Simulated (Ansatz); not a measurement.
Ideal-gas functions of C$_{2}$H$_{3}$NO (`COC#N`) at 800 K and 1 bar, from an Ansatz frequency run at PBE0-D4/def2-TZVP.

Molar mass 57.05 g/mol, point group Cs (symmetry number 1), electronic degeneracy 1, moments of inertia 12.458, 94.914, 104.134 u Å². Harmonic wavenumbers (cm⁻¹, unscaled): 134, 231, 540, 630, 923, 1162, 1170, 1241, 1469, 1484, 1491, 2388, 3071, 3159, 3197.

Use S(trans) = R[1.5 ln M + 2.5 ln T − 1.1517]; rotational temperatures θ = 24.2544 K / I; S(rot) = R[ln(√π/σ · √(T³/θAθBθC)) + 1.5]; for each mode x = 1.438777 ν̃/T, S = R[x/(eˣ − 1) − ln(1 − e⁻ˣ)] and H = RT x/(eˣ − 1); 1 cm⁻¹ = 0.0119627 kJ/mol; R = 8.31446 J/(mol·K).

Task: By hand: the entropy, in J/(mol·K).

Result: Translation 179.8. Rotation: θ = 1.9469, 0.2555, 0.2329 K, giving 109.6. Vibration, mode by mode: 20.17, 15.68, 8.88, 7.71, 4.99, 3.55, 3.51, 3.18, 2.30, 2.25, 2.23, 0.61, 0.22, 0.19, 0.18, in all 75.6. Electronic 0.0. Sum 365.0 J/(mol·K).

Task: By hand: H − E and G − E in kJ/mol, counted from the electronic energy.

Result: Zero-point energy ½ × 22290 × 0.0119627 = 133.3; thermal vibration 31.8; translation, rotation and pV give 4 RT = 26.6. H − E = 191.7 kJ/mol, and G − E = 191.7 − 800 × 365.0/1000 = -100.3 kJ/mol.

Vibration gives 21 % of the entropy, 20.2 J/(mol·K) of it from the mode under 150 cm⁻¹: soft modes count most, and the harmonic formula is weakest for them.
